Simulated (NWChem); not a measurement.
System: formamide (CH$_{3}$NO); SMILES NC=O

Excerpt of the output:

```
             Northwest Computational Chemistry Package (NWChem) 7.3.0
             --------------------------------------------------------

                             Geometry "geometry" -> ""
                             -------------------------

 Output coordinates in angstroms (scale by  1.889725989 to convert to a.u.)

  No.       Tag          Charge          X              Y              Z
 ---- ---------------- ---------- -------------- -------------- --------------
    1 N                    7.0000    -0.18381900     1.07292700     0.00000000
    2 C                    6.0000     0.38439600    -0.15669000     0.00000000
    3 O                    8.0000    -0.21701400    -1.20233900     0.00000000
    4 H                    1.0000    -1.19369900     1.14987100     0.00000000
    5 H                    1.0000     0.37504500     1.91389300     0.00000000
    6 H                    1.0000     1.50196900    -0.10033100     0.00000000

 Effective nuclear repulsion energy (a.u.)      71.3188065556

  pbe96 is a nonlocal functional; adding pw91lda local functional.

                                 NWChem DFT Module
                                 -----------------

 Summary of "ao basis" -> "ao basis" (spherical)
 ------------------------------------------------------------------------------
       Tag                 Description            Shells   Functions and Types
 ---------------- ------------------------------  ------  ---------------------
 N                           6-31g*                  6       14   3s2p1d
 C                           6-31g*                  6       14   3s2p1d
 O                           6-31g*                  6       14   3s2p1d
 H                           6-31g*                  2        2   2s

 in cosmo_initialize ...
 calling solv_data for solv:dmso

 solvent parameters
 solvname_short: dmso
 solvname_long:  dimethylsulfoxide
 dielec:       46.8260
 dielecinf:     2.0079
 nonaqueous SMD model solvent descriptors
 dielec:       46.8260
 sola:          0.0000
 solb:          0.8800
 solc:          0.0000
 solg:         61.7800
 solh:          0.0000
 soln:          1.4170

          ---------------
          -cosmo- solvent
          ---------------
 Cosmo: York-Karplus, doi: 10.1021/jp992097l
 dielectric constant -eps-     =  46.83
 screen = (eps-1)/(eps    )    =   0.97864
 surface charge correction     = lagrangian

   van der Waals surface
 --------------------------

 ---------- ATOMIC COORDINATES (A.U.) ------------ VDWR(ANG.) --
     1   -0.34736754    2.02753804    0.00000000     1.890
     2    0.72640311   -0.29610117    0.00000000     1.850
     3   -0.41009700   -2.27209126    0.00000000     2.294
     4   -2.25576402    2.17294111    0.00000000     1.200
     5    0.70873228    3.61673334    0.00000000     1.200
     6    2.83830985   -0.18959810    0.00000000     1.200
 number of segments per atom =        128
 number of   points per atom =        128
 atom (   nspa,  nppa )
 ----------------------
    1 (     64,     0 )       0
    2 (     24,     0 )       0
    3 (    100,     0 )       0
    4 (     40,     0 )       0
    5 (     46,     0 )       0
    6 (     56,     0 )       0
 number of -cosmo- surface points =      330
 molecular surface =     90.579 angstrom**2
 molecular volume  =     73.185 angstrom**3
 -lineq- algorithm             =   0
 -bem- low  level              =   3
 -bem- from -octahedral-
 gaussian surface charge width =   4.50000
 degree of switching           =   1.00000
 switching function tolerance  =   0.00010
 atomic radii =
 --------------
    1  7.000  1.890
    2  6.000  1.850
    3  8.000  2.294
    4  1.000  1.200
    5  1.000  1.200
    6  1.000  1.200
 ...... end of -cosmo- initialization ......

 nat:                     6
 ixmem:                  2111
 calling mnsol_interface()
 G(SMD-CDS) energy (kcal/mol)  =     0.644
 SMD-CDS SASA (angstrom**2)    =    93.002

            General Information
            -------------------
          SCF calculation type: DFT
          Wavefunction type:  closed shell.
          No. of atoms     :     6
          No. of electrons :    24
           Alpha electrons :    12
            Beta electrons :    12
          Charge           :     0
          Spin multiplicity:     1
          Use of symmetry is: off; symmetry adaption is: off
          Maximum number of iterations: 150
          AO basis - number of functions:    48
                     number of shells:    24
          Convergence on energy requested:  1.00D-06
          Convergence on density requested:  1.00D-05
          Convergence on gradient requested:  5.00D-04

              XC Information
              --------------
          PerdewBurkeErnzerhof Exchange Functional  1.000
            Perdew 1991 LDA Correlation Functional  1.000 local
           PerdewBurkeErnz. Correlation Functional  1.000 non-local

             Grid Information
             ----------------
          Grid used for XC integration:  medium
          Radial quadrature: Mura-Knowles
          Angular quadrature: Lebedev.
          Tag              B.-S. Rad. Rad. Pts. Rad. Cut. Ang. Pts.
          ---              ---------- --------- --------- ---------
          N                   0.65       49           7.0       434
          C                   0.70       49           7.0       434
          O                   0.60       49           8.0       434
          H                   0.35       45           8.0       434
          Grid pruning is: on
          Number of quadrature shells:   282
          Spatial weights used:  Erf1

      Superposition of Atomic Density Guess
      -------------------------------------

 Sum of atomic energies:        -168.20304224

      Non-variational initial energy
      ------------------------------

 Total energy =    -169.654781
 1-e energy   =    -369.747544
 2-e energy   =     128.773956
 HOMO         =      -0.355322
 LUMO         =       0.056365

   convergence    iter        energy       DeltaE   RMS-Dens  Diis-err
 ---------------- ----- ----------------- --------- --------- ---------
     COSMO gas phase
 d= 0,ls=0.0,diis     1   -169.5745864126 -2.41D+02  6.74D-02  9.90D-01
 d= 0,ls=0.0,diis     2   -168.6983411522  8.76D-01  5.66D-02  9.06D+00
 d= 0,ls=0.0,diis     3   -169.6771721255 -9.79D-01  7.99D-03  1.35D-01
 d= 0,ls=0.0,diis     4   -169.6827093974 -5.54D-03  3.63D-03  8.17D-02
 d= 0,ls=0.0,diis     5   -169.6919459241 -9.24D-03  5.31D-04  1.08D-03
  Resetting Diis
 d= 0,ls=0.0,diis     6   -169.6920558218 -1.10D-04  1.91D-04  9.09D-05
 d= 0,ls=0.0,diis     7   -169.6920671489 -1.13D-05  9.25D-05  2.38D-06
 d= 0,ls=0.0,diis     8   -169.6920655863  1.56D-06  6.24D-05  1.71D-05
 d= 0,ls=0.0,diis     9   -169.6920674363 -1.85D-06  7.76D-06  3.05D-07
 d= 0,ls=0.0,diis    10   -169.6920674675 -3.13D-08  1.65D-06  1.95D-08

   convergence    iter        energy       DeltaE   RMS-Dens  Diis-err
 ---------------- ----- ----------------- --------- --------- ---------
     COSMO solvation phase
 d= 0,ls=0.0,diis     1   -169.7011129426 -9.05D-03  5.62D-03  4.49D-03
 d= 0,ls=0.0,diis     2   -169.7006118760  5.01D-04  1.98D-03  1.73D-02
 d= 0,ls=0.0,diis     3   -169.7025816608 -1.97D-03  4.06D-04  5.14D-04
 d= 0,ls=0.0,diis     4   -169.7026234027 -4.17D-05  1.70D-04  1.29D-04
 d= 0,ls=0.0,diis     5   -169.7026379028 -1.45D-05  2.97D-05  5.52D-06
 d= 0,ls=0.0,diis     6   -169.7026385490 -6.46D-07  5.93D-06  1.81D-07

         Total DFT energy =     -169.702638548969
      One electron energy =     -372.177977020229
           Coulomb energy =      153.143186802644
    Exchange-Corr. energy =      -21.867094476515
 Nuclear repulsion energy =       71.318806555649

             COSMO energy =       -0.119560410518

 Numeric. integr. density =       24.000000782424

                                COSMO-SMD solvation results
                                ---------------------------

             internal energy in gas <Psi(g)|H|Psi(g)> =      -169.692067467536
         internal energy in solvent <Psi(s)|H|Psi(s)> =      -169.690267260126
                               delta internal energy  =         0.001800207410 (    1.13 kcal/mol)
   total free energy in solvent <Psi(s)|H+V/2|Psi(s)> =      -169.703664402830
 polarization energy contribution <Psi(s)|V/2|Psi(s)> =        -0.013397142704 (   -8.41 kcal/mol)
    total free energy in solvent including G(SMD-CDS) =      -169.702638548969
                       G(SMD-CDS) energy contribution =         0.001025853861 (    0.64 kcal/mol)
     1 M fixed-concentration free energy of solvation =        -0.010571081433 (   -6.63 kcal/mol)

                       DFT Final Molecular Orbital Analysis
                       ------------------------------------

 Vector   10  Occ=2.000000D+00  E=-3.473633D-01
              MO Center=  3.5D-02, -2.6D-01,  3.1D-08, r^2= 1.5D+00
   Bfn.  Coefficient  Atom+Function         Bfn.  Coefficient  Atom+Function
  ----- ------------  ---------------      ----- ------------  ---------------
    19      0.389801  2 C  pz                33      0.371952  3 O  pz
     5      0.276040  1 N  pz                37      0.219884  3 O  pz
    23      0.204185  2 C  pz                 9      0.183235  1 N  pz

 Vector   11  Occ=2.000000D+00  E=-2.201292D-01
              MO Center= -1.8D-01,  2.3D-01, -1.4D-09, r^2= 1.9D+00
   Bfn.  Coefficient  Atom+Function         Bfn.  Coefficient  Atom+Function
  ----- ------------  ---------------      ----- ------------  ---------------
     5      0.496411  1 N  pz                 9      0.423248  1 N  pz
    33     -0.407445  3 O  pz                37     -0.294497  3 O  pz
    25      0.040279  2 C  d -1              23     -0.026806  2 C  pz

 Vector   12  Occ=2.000000D+00  E=-1.974068D-01
              MO Center=  1.4D-02, -8.5D-01,  1.9D-10, r^2= 1.4D+00
   Bfn.  Coefficient  Atom+Function         Bfn.  Coefficient  Atom+Function
  ----- ------------  ---------------      ----- ------------  ---------------
    31      0.524580  3 O  px                35      0.369585  3 O  px
     6      0.328287  1 N  s                 32     -0.274164  3 O  py
    48     -0.268452  6 H  s                 36     -0.196124  3 O  py
    47     -0.167349  6 H  s                  4     -0.156990  1 N  py
     8     -0.133020  1 N  py                22     -0.116927  2 C  py

 Vector   13  Occ=0.000000D+00  E= 8.512718D-03
              MO Center=  1.8D-01, -2.1D-01,  9.2D-10, r^2= 1.6D+00
   Bfn.  Coefficient  Atom+Function         Bfn.  Coefficient  Atom+Function
  ----- ------------  ---------------      ----- ------------  ---------------
    23      0.608850  2 C  pz                19      0.547698  2 C  pz
    37     -0.424558  3 O  pz                33     -0.390071  3 O  pz
     9     -0.374701  1 N  pz                 5     -0.290235  1 N  pz
    11     -0.026257  1 N  d -1

 Vector   14  Occ=0.000000D+00  E= 8.631874D-02
              MO Center= -2.6D-01,  1.6D+00, -4.9D-11, r^2= 2.9D+00
   Bfn.  Coefficient  Atom+Function         Bfn.  Coefficient  Atom+Function
  ----- ------------  ---------------      ----- ------------  ---------------
     6      1.467136  1 N  s                 46     -1.199088  5 H  s
    44     -0.999252  4 H  s                  8      0.420017  1 N  py
     2      0.220755  1 N  s                 48     -0.217586  6 H  s
     4      0.212277  1 N  py                21      0.198189  2 C  px
     7     -0.166522  1 N  px                45     -0.131466  5 H  s

 Vector   15  Occ=0.000000D+00  E= 1.088424D-01
              MO Center=  4.7D-01,  5.8D-01, -1.5D-10, r^2= 4.1D+00
   Bfn.  Coefficient  Atom+Function         Bfn.  Coefficient  Atom+Function
  ----- ------------  ---------------      ----- ------------  ---------------
    48      1.356672  6 H  s                 20     -1.147434  2 C  s
    44     -1.022482  4 H  s                 46      0.657767  5 H  s
     6      0.518361  1 N  s                 21     -0.515765  2 C  px
     7     -0.413346  1 N  px                 8     -0.371338  1 N  py
    17     -0.274656  2 C  px                22     -0.236551  2 C  py

     Multipole analysis of the density
     ---------------------------------

     L   x y z        total         alpha         beta         nuclear
     -   - - -        -----         -----         ----         -------
     0   0 0 0     -0.000000    -12.000000    -12.000000     24.000000

     1   1 0 0      0.233424      0.148038      0.148038     -0.062652
     1   0 1 0      1.743642      0.952068      0.952068     -0.160494
     1   0 0 1      0.000000      0.000000      0.000000      0.000000

     2   2 0 0    -11.014386    -15.008608    -15.008608     19.002830
     2   1 1 0     -0.772782      0.435060      0.435060     -1.642902
     2   1 0 1     -0.000000     -0.000000     -0.000000      0.000000
     2   0 2 0    -12.460748    -50.450373    -50.450373     88.439999
     2   0 1 1      0.000000      0.000000      0.000000      0.000000
     2   0 0 2    -13.689944     -6.844972     -6.844972      0.000000
```

Level: PBE/6-31G* (spherical d), SMD on the gas-phase geometry. All runs use the structure optimised with PBE0/def2-SVP. Solvent: dimethyl sulfoxide.

Problem. Write an input that gives this output.

Solution. This is not unique; one that fits is the input that was run:
```
start job
memory heap 200 mb stack 900 mb global 1100 mb
geometry units angstroms noautosym nocenter noautoz
  N     -0.183819     1.072927     0.000000
  C      0.384396    -0.156690     0.000000
  O     -0.217014    -1.202339     0.000000
  H     -1.193699     1.149871     0.000000
  H      0.375045     1.913893     0.000000
  H      1.501969    -0.100331     0.000000
end
basis spherical
  N library 6-31g*
  C library 6-31g*
  O library 6-31g*
  H library 6-31g*
end
dft
  xc xpbe96 cpbe96
  iterations 150
end
cosmo
  do_cosmo_smd true
  solvent dmso
end
task dft energy
```
